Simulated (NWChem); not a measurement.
NO cation

Program: NWChem. Medium grid unless said otherwise, to which SCAN and Minnesota functionals are sensitive. Coordinates come from a PBE-D3(BJ)/def2-SVP optimisation. Total energies of different functionals are on different scales.

```
level                                              energy (Ha)  highest occupied level (eV)  orbital gap (eV)
-------------------------------------------------  -----------  ---------------------------  ----------------
B3LYP/def2-TZVP                                      -129.5911                       -24.99             11.36
PBE/def2-TZVP                                        -129.4681                       -23.09              8.40
CAM-B3LYP/def2-TZVP                                  -129.5463                       -26.94             15.06
BHandHLYP/def2-TZVP                                  -129.5231                       -27.47             15.80
LC-BLYP (range parameter 0.33 per bohr)/def2-TZVP    -129.3532                       -27.63             16.74
M05-2X/def2-TZVP                                     -129.5747                       -27.41             15.86
PW6B95/def2-TZVP                                     -129.7412                       -25.52             12.41
TPSSh/def2-TZVP                                      -129.5975                       -24.20             10.25
M06-2X/def2-TZVP                                     -129.5480                            ?                 ?
LDA (Slater exchange, VWN5)/def2-TZVP                -128.6251                       -23.16              8.20
```

Problem. Fill in the missing entries.

Solution. 
- M06-2X/def2-TZVP, highest occupied level (eV): -27.20
- M06-2X/def2-TZVP, orbital gap (eV): 15.64
